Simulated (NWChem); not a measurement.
# triplet NO+: levels of theory compared

Wanted: a comparison of 6 runs (USVWN5/aug-cc-pVTZ, U-r2SCAN/aug-cc-pVTZ, UB3LYP/aug-cc-pVTZ, UM06-L/aug-cc-pVTZ, UPBE/aug-cc-pVTZ, UPBE0/aug-cc-pVTZ) of triplet NO+. 

The calculation is run with NWChem 7.3.0.

**1. The structure to begin with**

NO+: 2 atoms, total charge +1, spin state triplet. SMILES of the parent species: `N#[O+]`. The bond length is the one measured for the parent species. That shape belongs to the parent species and isn't relaxed for this state.

Bond lengths: N1–O2 1.063 Å.

**2. A single-point energy at USVWN5/aug-cc-pVTZ (run 1)**

Contents of run.py:

```python
from ase import Atoms
from ase.calculators.nwchem import NWChem

system = Atoms(['N', 'O'], positions=[
    [0.000000, 0.000000, 0.000000],
    [0.000000, 0.000000, 1.063220],
])

calc = NWChem(
    label='run',
    theory='dft',
    memory='2200 mb',
    basis='aug-cc-pVTZ',
    basispar='spherical bse',
    charge=1,
    dft={'xc': 'slater vwn_5', 'mult': '3', 'grid': 'fine', 'convergence': 'energy 1e-08', 'iterations': '100', 'mulliken': None, 'print': 'low'},
    task='energy',
)
system.calc = calc

e = system.get_potential_energy()
print(f"E = {e:.6f} eV")
```

On the command line:

```
export ASE_NWCHEM_COMMAND="nwchem PREFIX.nwi > PREFIX.nwo"
python run.py
```

Log:

```text
E = -3492.324740 eV
```

The calculator wrote run.nwi:

```
title "run"

permanent_dir run

scratch_dir run

start run

geometry units angstrom nocenter noautosym noautoz
  N  0.0000000000000000e+00 0.0000000000000000e+00 0.0000000000000000e+00
  O  0.0000000000000000e+00 0.0000000000000000e+00 1.0632200000000001e+00
end

charge 1

memory 2200 mb

basis spherical bse noprint
   * library aug-cc-pVTZ
end

dft
  xc slater vwn_5
  mult 3
  grid fine
  convergence energy 1e-08
  iterations 100
  mulliken
  print low
end

task dft energy
```

run.nwo:

```text
Northwest Computational Chemistry Package (NWChem) 7.3.0
             --------------------------------------------------------

           Job information
           ---------------

    nwchem branch   = 7.3.0
    use scalapack   = T
    input           = run.nwi
    prefix          = run.
    data base       = run/run.db
    status          = startup
    nproc           =        1

           Memory information
           ------------------

[... 5 lines left out ...]
    hardfail = no
[... 34 lines left out ...]
            Nuclear Dipole moment (a.u.)
[... 67 lines left out ...]
         Total DFT energy =     -128.340568044842
[... 1 line left out ...]
           Coulomb energy =       82.859890893366
[... 1 line left out ...]
 Nuclear repulsion energy =       27.871866541246
[... 32 lines left out ...]
     ------------------------------------------
      Spin Density - Lowdin Population Analysis
     ------------------------------------------

    Atom       Charge   Shell Charges
 -----------   ------   -------------------------------------------------------
    1 N    7     1.30   0.00  0.04  0.11  0.09  0.03  0.43  0.42  0.05  0.00  0.00  0.05  0.04  0.01  0.03
    2 O    8     0.70  -0.00  0.00  0.01  0.03  0.03  0.23  0.20 -0.01  0.01  0.00  0.04  0.10  0.00  0.05

     --------------------------
     Expectation value of S2:
     --------------------------
      <S2> =      2.0059 (Exact =     2.0000)

 Task  times  cpu:       21.8s     wall:       21.8s
 Total times  cpu:       21.8s     wall:       21.8s
```

Wall time 23 s (1 thread of Intel Xeon Platinum 8559C (Emerald Rapids), shared host); peak memory 0.11 GiB.

**3. A single-point energy at U-r2SCAN/aug-cc-pVTZ (run 2)**

Contents of m1.nw:

```
start m1
memory 2200 mb
charge 1
geometry units angstroms noautosym nocenter noautoz
N     0.000000    0.000000    0.000000
O     0.000000    0.000000    1.063220
end
basis spherical bse
* library aug-cc-pVTZ
end
dft
xc r2scan
mult 3
grid fine
convergence energy 1e-08
iterations 100
mulliken
print medium
end
task dft energy
```

On the command line:

```
nwchem m1.nw > m1.out
```

Log:

```text
[...]
          Wavefunction type:  spin polarized.
          No. of atoms     :     2
          No. of electrons :    14
[...]
          Charge           :     1
          Spin multiplicity:     3
[...]
          AO basis - number of functions:    92
[...]
              XC Information
              --------------
                      r^2SCAN Method XC Functional
               r^2SCAN metaGGA Exchange Functional  1.000
                     r^2SCAN Correlation Potential  1.000
[...]
 d= 0,ls=0.0,diis     1   -129.1304506317 -1.57D+02  5.80D-03  4.52D-01     1.3
[...]
 d= 0,ls=0.0,diis    12   -129.2540176176 -2.44D-09  1.56D-06  5.55D-10    11.9
[...]
         Total DFT energy =     -129.254017617591
      One electron energy =     -225.154450174576
           Coulomb energy =       83.049492276364
    Exchange-Corr. energy =      -15.020926260625
 Nuclear repulsion energy =       27.871866541246
[...]
      Total Density - Mulliken Population Analysis
     ---------------------------------------------
    Atom       Charge   Shell Charges
 -----------   ------   -------------------------------------------------------
    1 N    7     6.19   1.96  0.24  0.88  0.31  0.01  0.98  1.52  0.23 -0.00  0.02  0.07 -0.03  0.01  0.00
    2 O    8     7.81   1.95  0.27  1.06  0.59 -0.02  1.24  1.93  0.68 -0.00  0.01  0.06  0.04  0.01  0.01
[...]
      <S2> =      2.0162 (Exact =     2.0000)
[...]
```

Wall time 13 s (1 thread of Intel Xeon Platinum 8559C (Emerald Rapids), shared host); peak memory 0.11 GiB.

Runs 3 to 4 aren't shown in full; the table further down has their settings and results.

**4. A single-point energy at UPBE/aug-cc-pVTZ (run 5)**

Contents of m1.nw:

```
start m1
title "NO energy"
memory total 2200 mb
charge 1
geometry units angstroms noautosym nocenter noautoz
  N     0.000000    0.000000    0.000000
  O     0.000000    0.000000    1.063220
end
basis "ao basis" spherical bse
  N library aug-cc-pVTZ
  O library aug-cc-pVTZ
end
dft
  xc xpbe96 cpbe96
  mult 3
  grid fine
  convergence energy 1e-08
  iterations 100
  mulliken
end
task dft
```

On the command line:

```
nwchem m1.nw > m1.out
```

Log:

```text
[...]
          Wavefunction type:  spin polarized.
          No. of atoms     :     2
          No. of electrons :    14
[...]
          Charge           :     1
          Spin multiplicity:     3
[...]
          AO basis - number of functions:    92
[...]
              XC Information
              --------------
          PerdewBurkeErnzerhof Exchange Functional  1.000
            Perdew 1991 LDA Correlation Functional  1.000 local
           PerdewBurkeErnz. Correlation Functional  1.000 non-local
[...]
 d= 0,ls=0.0,diis     1   -129.0563731136 -1.57D+02  6.28D-03  4.84D-01     1.1
[...]
 d= 0,ls=0.5,diis    30   -129.1849548174 -7.42D-09  7.38D-09  1.33D-08    26.8
[...]
         Total DFT energy =     -129.184954821579
      One electron energy =     -225.128522509818
           Coulomb energy =       83.003347846690
    Exchange-Corr. energy =      -14.931646699696
 Nuclear repulsion energy =       27.871866541246
[...]
      Total Density - Mulliken Population Analysis
     ---------------------------------------------
    Atom       Charge   Shell Charges
 -----------   ------   -------------------------------------------------------
    1 N    7     6.24   1.96  0.25  0.88  0.31  0.01  0.99  1.49  0.27 -0.00  0.02  0.07 -0.02  0.01  0.00
    2 O    8     7.76   1.95  0.28  1.04  0.55 -0.01  1.26  1.90  0.68 -0.00  0.01  0.06  0.04  0.01  0.01
[...]
      <S2> =      2.0070 (Exact =     2.0000)
[...]
```

It took 29 s on 1 thread of Intel Xeon Platinum 8559C (Emerald Rapids), shared host; peak memory 0.11 GiB.

**5. A single-point energy at UPBE0/aug-cc-pVTZ (run 6)**

Contents of m1.nw:

```
start m1
title "nitrosyl"
memory 2200 mb
charge 1

geometry units bohr noautosym nocenter noautoz
N   0.00000000  0.00000000  0.00000000
O   0.00000000  0.00000000  2.00919461
end

basis spherical bse
N library aug-cc-pVTZ
O library aug-cc-pVTZ
end

dft
xc pbe0
mult 3
grid fine
convergence energy 1e-08
maxiter 100
mulliken
print medium
end

task dft energy
```

On the command line:

```
nwchem m1.nw > m1.out
```

Log:

```text
[...]
          Wavefunction type:  spin polarized.
          No. of atoms     :     2
          No. of electrons :    14
[...]
          Charge           :     1
          Spin multiplicity:     3
[...]
          AO basis - number of functions:    92
[...]
              XC Information
              --------------
                         PBE0 Method XC Functional
                     Hartree-Fock (Exact) Exchange  0.250
          PerdewBurkeErnzerhof Exchange Functional  0.750
            Perdew 1991 LDA Correlation Functional  1.000 local
           PerdewBurkeErnz. Correlation Functional  1.000 non-local
[...]
 d= 0,ls=0.0,diis     1   -129.0515374540 -1.57D+02  5.27D-03  4.55D-01     1.1
[...]
 d= 0,ls=0.0,diis    12   -129.1745023896 -4.22D-09  1.55D-07  5.19D-10    10.3
[...]
         Total DFT energy =     -129.174502389578
      One electron energy =     -225.114436117373
           Coulomb energy =       82.999068029534
    Exchange-Corr. energy =      -14.930998839540
 Nuclear repulsion energy =       27.871864537801
[...]
      Total Density - Mulliken Population Analysis
     ---------------------------------------------
    Atom       Charge   Shell Charges
 -----------   ------   -------------------------------------------------------
    1 N    7     6.20   1.96  0.24  0.88  0.29  0.01  0.98  1.52  0.26 -0.00  0.02  0.07 -0.02  0.01  0.00
    2 O    8     7.80   1.95  0.27  1.06  0.56 -0.01  1.24  1.92  0.69 -0.00  0.01  0.06  0.04  0.01  0.01
[...]
      <S2> =      2.0150 (Exact =     2.0000)
[...]
```

It took 11 s on 1 thread of Intel Xeon Platinum 8559C (Emerald Rapids), shared host; peak memory 0.11 GiB.

**6. All runs side by side**

| run | level | energy (Eh) | ⟨S²⟩ | wall time |
| --- | --- | --- | --- | --- |
| 1 | USVWN5/aug-cc-pVTZ | -128.340568 | 2.006 | 23 s |
| 2 | U-r2SCAN/aug-cc-pVTZ | -129.254018 | 2.016 | 13 s |
| 3 | UB3LYP/aug-cc-pVTZ | -129.307288 | 2.010 | 11 s |
| 4 | UM06-L/aug-cc-pVTZ | -129.304747 | 2.014 | 14 s |
| 5 | UPBE/aug-cc-pVTZ | -129.184955 | 2.007 | 29 s |
| 6 | UPBE0/aug-cc-pVTZ | -129.174502 | 2.015 | 11 s |

**7. Results**

```
                                 quantity          value
                      run 6: total energy  -129.17450 Eh
run 6: HOMO energy (highest over α and β)      -17.46 eV
                              run 6: ⟨S²⟩          2.015
```

What this shows: Totals of different functionals can't be ranked against each other. All runs together took 1.7 min, the longest 29 s.
